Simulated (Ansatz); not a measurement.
A run for Ansatz (an electronic-structure program): R-CCSD(T)/aug-cc-pVDZ on C2H2 (SMILES C#C) with ghost functions.

Ansatz 0.2 input:
```yaml
crystal:
  periodic: [false, false, false]
  atoms:
    - {symbol: C, position_ang: [-0.59956466, -0.06930938, -2.04995655]}
    - {symbol: H, position_ang: [-1.66156966, -0.06926638, -2.05587755]}
    - {symbol: C, position_ang: [0.61227434, -0.06940338, -2.04672755]}
    - {symbol: H, position_ang: [1.67430034, -0.06953238, -2.04692355]}
basis:
  gaussian:
    orbitals: aug-cc-pVDZ
    ghost_atoms:
      - {symbol: C, position_ang: [-0.00439266, 0.05022862, 1.44293845]}
      - {symbol: H, position_ang: [-0.00099766, 0.01649362, 0.37964145]}
      - {symbol: C, position_ang: [-0.00832866, 0.08851862, 2.65440445]}
      - {symbol: H, position_ang: [-0.01159466, 0.12189462, 3.71531545]}
magnetization: {spin_polarized: false}
correlation: {method: ccsd_t, electrons: outside_noble_gas}
scf: {lower_state_search: off}
```

The log:

```
WARN ansatz: RAYON_NUM_THREADS=2 ignored (pool sized by the plan → 2); use --threads N
Functional definition: HF
these checks for a lower state are left out or cut short: stability, starts, cluster_reference, orbital_swaps, neighbouring_geometries, increment
integrals: 0.23 GiB planned
1070 factors; integrals over basis functions are off by at most 1.1e-3 eV
mean field: 0.24 GiB planned
mean field evaluation 1: about -2089.1130 eV, gradient 2.3e1 eV
mean field evaluation 2: about -2089.1132 eV, gradient 2.3e1 eV
mean field evaluation 4: about -2090.5888 eV, gradient 1.6e0 eV
mean field evaluation 8: about -2090.5988 eV, gradient 3.8e-5 eV
mean field -2090.59878020 eV, -76.8280881136 hartree, gradient 1.0e-6 eV, S^2 0.000000; 0 other end points of the search recorded, 0 dependent functions left out
2 core orbitals not correlated
reference -2090.59878020 eV, -76.8280881136 hartree; 5, 5 occupied and 121, 121 virtual orbitals, 1070 factors
second order -7.21953899 eV of doubles, -0.00000000 eV of singles
coupled cluster: 0.66 GiB planned
cycle   1  -7.34560942 eV  change   -1.3e-1 eV  update   6.7e-2
cycle   2  -7.58324854 eV  change   -2.4e-1 eV  update   2.3e-2
cycle   3  -7.64181220 eV  change   -5.9e-2 eV  update   1.1e-2
cycle   4  -7.64781892 eV  change   -6.0e-3 eV  update   3.3e-3
cycle   5  -7.64922535 eV  change   -1.4e-3 eV  update   8.2e-4
cycle   6  -7.64933149 eV  change   -1.1e-4 eV  update   2.1e-4
cycle   7  -7.64940028 eV  change   -6.9e-5 eV  update   5.3e-5
cycle   8  -7.64943011 eV  change   -3.0e-5 eV  update   1.8e-5
cycle   9  -7.64942774 eV  change    2.4e-6 eV  update   5.4e-6
perturbative correction -0.34316122 eV, -0.0126109423 hartree
Total energy: -2098.59136916 eV, -77.1218103405 hartree
Checks for a lower state left out: stability, starts, cluster_reference, orbital_swaps, neighbouring_geometries, increment
```

The run converged.

Cost: very roughly 12 core-seconds.
